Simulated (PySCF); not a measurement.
Gas-phase reaction: 2 SiH2Cl + Si → 2 SiH + SiH2Cl2

Method: PySCF energies plus ideal-gas RRHO corrections (1 bar). † marks an energy on the PBE0/def2-TZVP geometry and frequencies; other levels use their own. CCSD(T) freezes the core. 6-31G* has spherical d functions here. Open shells (unrestricted): SiH2Cl (multiplicity 2), Si (multiplicity 3, electronic degeneracy 9), SiH (multiplicity 2, electronic degeneracy 4); the rest are closed-shell singlets. Spin-orbit splitting is ignored; it lowers the true energy and changes the entropy of Si, SiH. B3LYP is the form with VWN-RPA correlation. SiH2Cl: computed as isolated molecules; such fragments, hydroxides, amides, oligomers or adducts are transient or little studied in the gas. CCSD(T) isn't extrapolated to the basis-set limit; its ΔH°(298 K) is -73.1 kJ in def2-SVP and -79.4 kJ in def2-TZVPP. The harmonic model lacks anharmonicity and excited electronic states, which grow with temperature; levels with a mode under 35 cm⁻¹ are left out. Warning, large T1 diagnostic: SiH (CCSD(T)/def2-TZVPP†).

```
level                ΔE electronic, kJ  ΔH°(298 K), kJ  ΔS°(298 K), J/K  ΔG°(1600 K), kJ
-------------------  -----------------  --------------  ---------------  ---------------
B3LYP/def2-TZVP†                   -66             -73               -9              -59
CCSD(T)/def2-SVP†                  -67             -73               -9              -59
CCSD(T)/def2-TZVPP†                -73             -79               -9              -65
HF/6-31G*                           -7             -15              -10               -1
M06-2X/def2-TZVP†                  -65             -72               -9              -58
PBE/def2-TZVP†                     -49             -56               -9              -42
PBE0/def2-SVP†                     -49             -55               -9              -41
ωB97X-V/def2-TZVP†                 -74             -81               -9              -67
```
ΔH° is lowest at ωB97X-V/def2-TZVP† and highest at HF/6-31G*. No reference value is set beside these.
